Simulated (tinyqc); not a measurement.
Inside a calculation. Method: RKS/BLYP in the sto-6g basis, for H2F+, spin multiplicity 1. One step of it, computed by the program tinyqc.

Task: Orthogonalisation. S = U s U^T; canonical form X = U s^(-1/2), so that X^T S X = 1. Each column of U has its largest component positive (the first on a tie).

overlap S:
```
           1F 1s     1F 2s    1F 2px     1F 2py    1F 2pz     2H 1s      3H 1s
1F 1s   1.000000  0.232479  0.000000   0.000000  0.000000  0.049733   0.049733
1F 2s   0.232479  1.000000  0.000000   0.000000  0.000000  0.446455   0.446455
1F 2px  0.000000  0.000000  1.000000   0.000000  0.000000  0.000000   0.000000
1F 2py  0.000000  0.000000  0.000000   1.000000  0.000000  0.281242  -0.281242
1F 2pz  0.000000  0.000000  0.000000   0.000000  1.000000  0.200567   0.200567
2H 1s   0.049733  0.446455  0.000000   0.281242  0.200567  1.000000   0.254640
3H 1s   0.049733  0.446455  0.000000  -0.281242  0.200567  0.254640   1.000000
```

Give: eigenvalues of S; X.

Result:

eigenvalues of S: 0.3987  0.4551  0.8999  1.0000  1.0827  1.2903  1.8733

X:
```
              1        2        3       4        5        6       7
1F 1s   -0.3255   0.0000   0.7439  0.0000  -0.6174   0.0000  0.1585
1F 2s    1.1316   0.0000  -0.2495  0.0000  -0.2775   0.0000  0.4323
1F 2px   0.0000   0.0000   0.0000  1.0000   0.0000   0.0000  0.0000
1F 2py   0.0000   0.8739   0.0000  0.0000   0.0000   0.7111  0.0000
1F 2pz   0.4518   0.0000   0.6639  0.0000   0.6549   0.0000  0.1752
2H 1s   -0.6772  -0.8467  -0.1657  0.0000   0.1350   0.3670  0.3815
3H 1s   -0.6772   0.8467  -0.1657  0.0000   0.1350  -0.3670  0.3815
```
